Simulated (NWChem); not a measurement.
Species: nitrogen dioxide (NO2, doublet); SMILES [O]N=O

All runs: NWChem. Pople sets run with spherical d functions. Spin-unrestricted. Medium grid unless said otherwise, to which SCAN and Minnesota functionals are sensitive. In the optimisation the excess spin sits in a1 (C2v, its own frame). Geometry: optimised at PBE0-D3(BJ)/def2-TZVP, spin-unrestricted. No stability test was run on the SCF state. Level r2SCAN/6-31G*: single points from the atomic guess with DIIS by default; each run changes one setting, and all converged runs end within 0.3 mHa of each other.

Question: Which setting needs the most SCF iterations, or fails (no DIIS, 40 % damping; DIIS on 20 Fock matrices; DIIS on 3 Fock matrices; defaults; no level shifting)?

Answer: no DIIS, 40 % damping, which doesn't converge.
```tsv
setting	SCF iterations
defaults	7
no level shifting	7
DIIS on 20 Fock matrices	7
DIIS on 3 Fock matrices	8
no DIIS, 40 % damping	not converged in 200
```
